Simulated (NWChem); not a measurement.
System: NaCl; SMILES [Cl][Na]

Excerpt of the output:

```
             Northwest Computational Chemistry Package (NWChem) 7.3.0
             --------------------------------------------------------

 ORDER OF PRIMARY AXIS IS BEING SET TO 4
 C4V symmetry detected

                             Geometry "geometry" -> ""
                             -------------------------

 Output coordinates in angstroms (scale by  1.889725989 to convert to a.u.)

  No.       Tag          Charge          X              Y              Z
 ---- ---------------- ---------- -------------- -------------- --------------
    1 Na                  11.0000     0.00000000     0.00000000    -1.41958864
    2 Cl                  17.0000     0.00000000     0.00000000     0.91855736

 Effective nuclear repulsion energy (a.u.)      42.3224835245

      Symmetry information
      --------------------

 Group name             C4v
 Group number             18
 Group order               8
 No. of unique centers     2

                                 NWChem DFT Module
                                 -----------------

 Summary of "ao basis" -> "ao basis" (spherical)
 ------------------------------------------------------------------------------
       Tag                 Description            Shells   Functions and Types
 ---------------- ------------------------------  ------  ---------------------
 Na                         6-311g**                12       26   6s5p1d
 Cl                         6-311g**                12       26   6s5p1d

      Symmetry analysis of basis
      --------------------------

        a1         24
        a2          0
        b1          2
        b2          2
        e          24

            General Information
            -------------------
          SCF calculation type: DFT
          Wavefunction type:  closed shell.
          No. of atoms     :     2
          No. of electrons :    28
           Alpha electrons :    14
            Beta electrons :    14
          Charge           :     0
          Spin multiplicity:     1
          Use of symmetry is: on ; symmetry adaption is: on
          Maximum number of iterations: 150
          AO basis - number of functions:    52
                     number of shells:    24
          Convergence on energy requested:  1.00D-06
          Convergence on density requested:  1.00D-05
          Convergence on gradient requested:  5.00D-04

              XC Information
              --------------
                         PBE0 Method XC Functional
                     Hartree-Fock (Exact) Exchange  0.250
          PerdewBurkeErnzerhof Exchange Functional  0.750
            Perdew 1991 LDA Correlation Functional  1.000 local
           PerdewBurkeErnz. Correlation Functional  1.000 non-local

             Grid Information
             ----------------
          Grid used for XC integration:  medium
          Radial quadrature: Mura-Knowles
          Angular quadrature: Lebedev.
          Tag              B.-S. Rad. Rad. Pts. Rad. Cut. Ang. Pts.
          ---              ---------- --------- --------- ---------
          Na                  1.80       88          13.0       434
          Cl                  1.00       88          11.0       590
          Grid pruning is: on
          Number of quadrature shells:   176
          Spatial weights used:  Erf1

      Superposition of Atomic Density Guess
      -------------------------------------

 Sum of atomic energies:        -621.32274061

      Non-variational initial energy
      ------------------------------

 Total energy =    -621.214003
 1-e energy   =    -946.950119
 2-e energy   =     283.413633
 HOMO         =      -0.454896
 LUMO         =      -0.050239

      Symmetry analysis of molecular orbitals - initial
      -------------------------------------------------

 !! scf_movecs_sym_adapt:    4 vectors were symmetry contaminated

  Symmetry fudging

 !! scf_movecs_sym_adapt:    2 vectors were symmetry contaminated

  Numbering of irreducible representations:

     1 a1          2 a2          3 b1          4 b2          5 e

  Orbital symmetries:

     1 a1          2 a1          3 a1          4 a1          5 e
     6 e           7 a1          8 a1          9 e          10 e
    11 a1         12 a1         13 e          14 e          15 a1
    16 e          17 e          18 a1         19 a1         20 e
    21 e          22 a1         23 a1         24 e

     ---------------------------------------------
      Total Density - Mulliken Population Analysis
     ---------------------------------------------

    Atom       Charge   Shell Charges
 -----------   ------   -------------------------------------------------------
    1 Na  11    10.12   0.70  1.28  1.17  0.84  0.07 -0.00  2.30  3.59  0.14 -0.00  0.00  0.03
    2 Cl  17    17.88   0.78  1.19  0.91  1.08  1.02  1.02  7.43 -1.51  1.09  3.39  1.48  0.00

   convergence    iter        energy       DeltaE   RMS-Dens  Diis-err
 ---------------- ----- ----------------- --------- --------- ---------
 d= 0,ls=0.0,diis     1   -622.2794973573 -6.65D+02  1.60D-02  6.22D-01
 d= 0,ls=0.0,diis     2   -622.2792766938  2.21D-04  1.01D-02  2.63D-01
 d= 0,ls=0.0,diis     3   -622.3090625168 -2.98D-02  2.65D-03  3.91D-02
 d= 0,ls=0.0,diis     4   -622.3139127930 -4.85D-03  1.76D-04  1.02D-04
 d= 0,ls=0.0,diis     5   -622.3139256931 -1.29D-05  2.53D-05  7.39D-06
 d= 0,ls=0.0,diis     6   -622.3139261611 -4.68D-07  9.43D-06  2.89D-07

         Total DFT energy =     -622.313926161128
      One electron energy =     -949.704600304083
           Coulomb energy =      327.584507316769
    Exchange-Corr. energy =      -42.516316698342
 Nuclear repulsion energy =       42.322483524529

 Numeric. integr. density =       28.000000026489

                  Occupations of the irreducible representations
                  ----------------------------------------------

                     irrep           alpha         beta
                     --------     --------     --------
                     a1                8.0          8.0
                     a2                0.0          0.0
                     b1                0.0          0.0
                     b2                0.0          0.0
                     e                 6.0          6.0

                       DFT Final Molecular Orbital Analysis
                       ------------------------------------

 Vector   12  Occ=2.000000D+00  E=-2.592549D-01  Symmetry=a1
              MO Center=  3.0D-16,  1.2D-14,  8.4D-01, r^2= 1.5D+00
   Bfn.  Coefficient  Atom+Function         Bfn.  Coefficient  Atom+Function
  ----- ------------  ---------------      ----- ------------  ---------------
    44      0.533743  2 Cl pz                35     -0.325519  2 Cl pz
    47      0.323626  2 Cl pz                41      0.235256  2 Cl pz
     5     -0.208685  1 Na s                 32      0.094780  2 Cl s
    38     -0.079831  2 Cl pz                 4      0.074318  1 Na s
     3      0.072305  1 Na s                 12      0.064802  1 Na pz

 Vector   13  Occ=2.000000D+00  E=-2.423725D-01  Symmetry=e
              MO Center=  2.0D-16,  1.8D-15,  8.7D-01, r^2= 1.4D+00
   Bfn.  Coefficient  Atom+Function         Bfn.  Coefficient  Atom+Function
  ----- ------------  ---------------      ----- ------------  ---------------
    43      0.546585  2 Cl py                46      0.374081  2 Cl py
    34     -0.330616  2 Cl py                40      0.239868  2 Cl py
    37     -0.080941  2 Cl py                17      0.037905  1 Na py
    23      0.034564  1 Na d -1              11     -0.027042  1 Na py
    14      0.026519  1 Na py                42      0.025676  2 Cl px

 Vector   14  Occ=2.000000D+00  E=-2.423725D-01  Symmetry=e
              MO Center= -3.8D-14,  1.8D-15,  8.7D-01, r^2= 1.4D+00
   Bfn.  Coefficient  Atom+Function         Bfn.  Coefficient  Atom+Function
  ----- ------------  ---------------      ----- ------------  ---------------
    42      0.546585  2 Cl px                45      0.374081  2 Cl px
    33     -0.330616  2 Cl px                39      0.239868  2 Cl px
    36     -0.080941  2 Cl px                16      0.037905  1 Na px
    25     -0.034564  1 Na d  1              10     -0.027042  1 Na px
    13      0.026519  1 Na px                43     -0.025676  2 Cl py

 Vector   15  Occ=0.000000D+00  E=-6.460594D-02  Symmetry=a1
              MO Center=  1.1D-13, -1.4D-13, -2.4D+00, r^2= 5.6D+00
   Bfn.  Coefficient  Atom+Function         Bfn.  Coefficient  Atom+Function
  ----- ------------  ---------------      ----- ------------  ---------------
     5      0.518507  1 Na s                  6      0.486978  1 Na s
    18     -0.296470  1 Na pz                 4     -0.144469  1 Na s
     3     -0.114325  1 Na s                 44      0.110797  2 Cl pz
    47      0.110815  2 Cl pz                15     -0.078923  1 Na pz
    21     -0.076636  1 Na pz                32     -0.075485  2 Cl s

 Vector   16  Occ=0.000000D+00  E= 4.502515D-03  Symmetry=e
              MO Center=  6.5D-13,  1.3D-12, -1.6D+00, r^2= 1.6D+01
   Bfn.  Coefficient  Atom+Function         Bfn.  Coefficient  Atom+Function
  ----- ------------  ---------------      ----- ------------  ---------------
    20      0.650920  1 Na py                19      0.321916  1 Na px
    17      0.318037  1 Na py                16      0.157287  1 Na px
    46     -0.153276  2 Cl py                45     -0.075803  2 Cl px
    14      0.068105  1 Na py                43     -0.067436  2 Cl py
    11     -0.058723  1 Na py                34      0.051884  2 Cl py

 Vector   17  Occ=0.000000D+00  E= 4.502515D-03  Symmetry=e
              MO Center= -1.1D-13,  5.6D-14, -1.6D+00, r^2= 1.6D+01
   Bfn.  Coefficient  Atom+Function         Bfn.  Coefficient  Atom+Function
  ----- ------------  ---------------      ----- ------------  ---------------
    19      0.650920  1 Na px                20     -0.321916  1 Na py
    16      0.318037  1 Na px                17     -0.157287  1 Na py
    45     -0.153276  2 Cl px                46      0.075803  2 Cl py
    13      0.068105  1 Na px                42     -0.067436  2 Cl px
    10     -0.058723  1 Na px                33      0.051884  2 Cl px

     ---------------------------------------------
      Total Density - Mulliken Population Analysis
     ---------------------------------------------

    Atom       Charge   Shell Charges
 -----------   ------   -------------------------------------------------------
    1 Na  11    10.31   0.70  1.28  1.15  0.85  0.17 -0.03  2.33  3.53  0.21  0.04  0.01  0.07
    2 Cl  17    17.69   0.78  1.19  0.89  1.09  0.98  1.05  7.42 -1.51  1.06  3.02  1.72  0.00

     -------------------------------------------
      Total Density - Lowdin Population Analysis
     -------------------------------------------

    Atom       Charge   Shell Charges
 -----------   ------   -------------------------------------------------------
    1 Na  11    10.64   0.84  1.16  1.04  0.92  0.16  0.04  2.42  3.26  0.41  0.16  0.04  0.18
    2 Cl  17    17.36   0.90  1.08  0.93  1.04  0.87  0.93  4.50  0.93  1.69  2.72  1.76  0.00

     Multipole analysis of the density
     ---------------------------------

     L   x y z        total         alpha         beta         nuclear
     -   - - -        -----         -----         ----         -------
     0   0 0 0     -0.000000    -14.000000    -14.000000     28.000000

     1   1 0 0      0.000000      0.000000      0.000000      0.000000
     1   0 1 0     -0.000000     -0.000000     -0.000000      0.000000
     1   0 0 1     -3.557071     -1.778535     -1.778535      0.000000

     2   2 0 0    -14.552133     -7.276067     -7.276067      0.000000
     2   1 1 0     -0.000000     -0.000000     -0.000000      0.000000
     2   1 0 1     -0.000000     -0.000000     -0.000000      0.000000
     2   0 2 0    -14.552133     -7.276067     -7.276067      0.000000
     2   0 1 1      0.000000      0.000000      0.000000      0.000000
     2   0 0 2     -8.731569    -69.557814    -69.557814    130.384060
```

Level: PBE0/6-311G** (spherical d). Coordinates come from a PBE0/def2-SVP optimisation.

Question: Reconstruct the input file.

Answer: Several could match; the one computed here: the input that was run:
```
start job
memory heap 200 mb stack 900 mb global 1100 mb
geometry units angstroms noautoz
  Na     0.000000     0.000000    -1.409652
  Cl     0.000000     0.000000     0.928494
end
basis spherical
  Na library 6-311g**
  Cl library 6-311g**
end
dft
  xc pbe0
  iterations 150
  mulliken
end
task dft energy
```
